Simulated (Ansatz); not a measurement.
**CHCl (singlet): the correlation ladder, cc-pVDZ**

How much of the correlation energy of CHCl (singlet) does each wave-function method recover here?

Program: Ansatz 0.2.0, Gaussian basis. Level of theory: cc-pVDZ, core rule «outside noble gas», up to 6 orbitals frozen. These are calculated values, not measurements.

To be run: UHF; CCSD(T) on RHF; CCSD(T) on UHF; BCCD(T) on RHF; CISD; CCSDT(Q) on RHF; CCSDT(Q) on UHF; CCSDTQ on RHF; CCSDTQ on UHF; CASSCF and MRCISD+Q, 12 electrons in 9 orbitals; CASSCF and NEVPT2, 12 electrons in 9 orbitals.

4 further runs of the same task are left out: 4 set aside as unsound or not needed.

**1. The system**

The geometry is a PBE0/def2-TZVP stationary point (not a proven minimum).

3 atoms, charge 0, spin multiplicity 1.

Atoms are counted from 1 here; the program's logs count them from 0.

Bond lengths: C1–Cl2 1.682 Å, C1–H3 1.112 Å. Angles: Cl2–C1–H3 102.4°.

**2. UHF**

The input, in.yaml:

```yaml
crystal:
  periodic: [false, false, false]
  atoms:
    - {symbol: C, position_ang: [0.000000, -0.159533, 1.214848]}
    - {symbol: Cl, position_ang: [0.000000, 0.028656, -0.456279]}
    - {symbol: H, position_ang: [0.000000, 0.893064, 1.572802]}
basis:
  gaussian: {orbitals: cc-pVDZ}
magnetization: {spin_polarized: true, initial_magnetization: 0}
hamiltonian: {xc: hf}
output: {orbitals: {seedname: orbitals}}
```

Command:

```bash
ansatz run in.yaml --threads 1 --pin off --events-out ev --progress --plain --max-ram 2816MiB --backend cpu
```

The runs that follow: CCSD(T) on RHF; CCSD(T) on UHF; BCCD(T) on RHF; CISD; CCSDT(Q) on RHF; CCSDT(Q) on UHF; CCSDTQ on RHF; CCSDTQ on UHF; CASSCF and MRCISD+Q, 12 electrons in 9 orbitals; CASSCF and NEVPT2, 12 electrons in 9 orbitals.

Before running them: what should the planned runs give, taken together? Wanted: RCCSDTQ below the RHF energy; RMP2 from RCCSDTQ; UMP2 from RCCSDTQ; RCCSD from RCCSDTQ; RCCSD(T) from RCCSDTQ; UCCSD(T) from RCCSDTQ; RCCSDT(Q) from RCCSDTQ; UCCSDT(Q) from RCCSDTQ; NEVPT2 valence from RCCSDTQ.

The runs gave:

| quantity | value |
| --- | --- |
| RCCSDTQ below the RHF energy | -7.8560 eV |
| RMP2 from RCCSDTQ | +1122.6 meV |
| UMP2 from RCCSDTQ | +1202.5 meV |
| RCCSD from RCCSDTQ | +282.0 meV |
| RCCSD(T) from RCCSDTQ | +44.8 meV |
| UCCSD(T) from RCCSDTQ | +79.3 meV |
| RCCSDT(Q) from RCCSDTQ | -1.3 meV |
| UCCSDT(Q) from RCCSDTQ | -1.7 meV |
| NEVPT2 valence from RCCSDTQ | +1243.4 meV |
| MRCISD+Q valence from RCCSDTQ | +29.1 meV |
| levels within 1 kcal/mol (43 meV) | BCCD(T), RCCSDT, UCCSDT, RCCSDT(Q), UCCSDT(Q), UCCSDTQ, MRCISD+Q valence |
| T1 diagnostic | 0.021 |
| effectively unpaired electrons | 0.06 |

What this shows: RCCSD(T) lands +44.8 meV from the yardstick (0.6 % of the correlation energy). CCSD(T) misses by +44.8 meV on the restricted determinant and by +79.3 meV on the unrestricted one; the two need not hold the same state or core. One determinant dominates. Of the multireference levels listed MRCISD+Q valence comes nearest in total energy (+29.1 meV), which doesn't show that its space is the better one. These misses are within one basis, not against nature.
